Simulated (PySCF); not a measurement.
## Basis set benchmark on one molecule

Molecule: 2,2-difluoropropane, C3H6F2.

Geometry:
```csv
atom,x (Å),y (Å),z (Å)
C1,1.027,0.794,-0.120
C2,0.149,-0.309,0.416
C3,-1.173,-0.493,-0.285
F4,0.842,-1.484,0.359
F5,-0.086,-0.074,1.740
H6,0.511,1.761,-0.051
H7,1.949,0.836,0.474
H8,1.285,0.599,-1.170
H9,-1.770,0.427,-0.221
H10,-1.723,-1.311,0.200
H11,-1.013,-0.745,-1.341
```

Geometry PBE0-D3(BJ)/def2-SVP throughout; GIAO in PySCF, gas phase, one conformer, non-relativistic; equivalent atoms averaged; functional PBE0.

Reference values (measured; G. Saielli, R. Bini, A. Bagno, Computational 19F NMR. 2. Organic compounds, RSC Adv. 2014, ESI (exp. from Berger-Braun-Kalinowski 1994 and Everett 1995)): δ(F4/F5) = -84.5 ppm vs CFCl3. Computed shifts are taken against CFCl3, calculated as an isolated molecule at each level.

**Question.** How do the basis sets STO-3G, 6-31G, pcSseg-0, 6-31G*, def2-SVP, cc-pVDZ, pcSseg-1, aug-cc-pVDZ, 6-311+G(2d,p), def2-TZVP, cc-pVTZ, IGLO-III, pcSseg-2 perform against the reference? Times are CPU seconds on shared hosts with different chips, so compare them loosely.

**Answer.** 
```
    basis set  functions   F4/F5  abs. error F  core-s
       STO-3G         31  -104.3          19.8     1.8
        6-31G         57  -121.6          37.1     3.3
     pcSseg-0         57  -116.8          32.3     3.2
       6-31G*         82  -109.5          25.0     4.5
     def2-SVP        100   -95.0          10.5     5.4
      cc-pVDZ        100  -103.9          19.4     6.2
     pcSseg-1        115  -108.2          23.7     6.3
  aug-cc-pVDZ        169   -99.8          15.3      13
6-311+G(2d,p)        171  -106.4          21.9      12
    def2-TZVP        191  -102.1          17.6      14
      cc-pVTZ        234  -100.6          16.1      20
     IGLO-III        235  -104.0          19.5      21
     pcSseg-2        264  -103.5          19.0      22
```

For ¹⁹F the closest is def2-SVP (10.5 ppm) and the furthest 6-31G (37.1 ppm). Where a smaller basis beats a larger one, errors probably cancel; the largest sets show where the functional converges. One molecule is a small sample, and vibrational and solvent effects are absent from the calculation.

A small basis that lands close on one nucleus may do so by chance; judge by the trend and by all nuclei.
